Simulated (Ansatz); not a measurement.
# CH₃AlO: one structure at several levels

The task here is to estimate one member of a computed series from the others.

Program: Ansatz 0.2.0, Gaussian basis. Level of theory: single points in def2-TZVPP. These are calculated values, not measurements.

Correlated methods freeze the cores.

### Where the work starts

6 atoms, charge 0, spin multiplicity 1.

Atoms are counted from 1 here; the program's logs count them from 0.

Bond lengths: C1–Al3 2.107 Å, C1–H4 1.013 Å, C1–H5 1.162 Å, O2–Al3 1.689 Å, Al3–H6 1.722 Å. Angles: Al3–C1–H4 124.4°, Al3–C1–H5 105.8°, H4–C1–H5 129.1°, C1–Al3–O2 58.3°, C1–Al3–H6 158.1°, O2–Al3–H6 142.7°.

As a file:

```xyz
6

C    -0.1059   -0.2590   -0.9486
O     0.3461   -1.0502    0.7024
Al   -0.0162    0.5758    0.9837
H    -0.9519   -0.6093   -1.3825
H     0.9374   -0.0703   -1.4239
H    -0.2683    1.7263    2.2398
```

Set-up of the first run:

Input file run/in.yaml:

```yaml
crystal:
  periodic: [false, false, false]
  atoms:
    - {symbol: C, position_ang: [-0.105900, -0.259000, -0.948600]}
    - {symbol: O, position_ang: [0.346100, -1.050200, 0.702400]}
    - {symbol: Al, position_ang: [-0.016200, 0.575800, 0.983700]}
    - {symbol: H, position_ang: [-0.951900, -0.609300, -1.382500]}
    - {symbol: H, position_ang: [0.937400, -0.070300, -1.423900]}
    - {symbol: H, position_ang: [-0.268300, 1.726300, 2.239800]}
basis:
  gaussian: {orbitals: def2-TZVPP}
correlation: {method: ccsd_t}
output: {forces: true}
```

The command line of these runs was not kept.

Steps of the session up to this table: CCSD(T)/def2-TZVPP; PBE0-D4/def2-TZVPP; wB97M-V/def2-TZVPP; r2SCAN-D4/def2-TZVPP; PBE-D4/def2-TZVPP; BHLYP-D4/def2-TZVPP; HSE06-D4/def2-TZVPP.

One table of the session follows, with a row left open; its other results are not shown here.

```
   method  RMS force component (eV/Å)  angle to CCSD(T) forces (°)  dipole (D)
  CCSD(T)                       2.124                    reference        2.50
  PBE0-D4                           ?                            ?           ?
  wB97M-V                       2.215                          5.7        2.75
r2SCAN-D4                       2.150                          3.1        2.47
   PBE-D4                       2.111                          3.3        2.32
 BHLYP-D4                       2.266                         10.5        2.96
 HSE06-D4                       2.223                          5.5        2.61
```

Estimate the missing values for PBE0-D4.

**Answer.** RMS force component (eV/Å): 2.225; angle to CCSD(T) forces (°): 5.6; dipole (D): 2.62. In the column «RMS force component (eV/Å)» it lies between HSE06-D4 (2.223) and BHLYP-D4 (2.266).
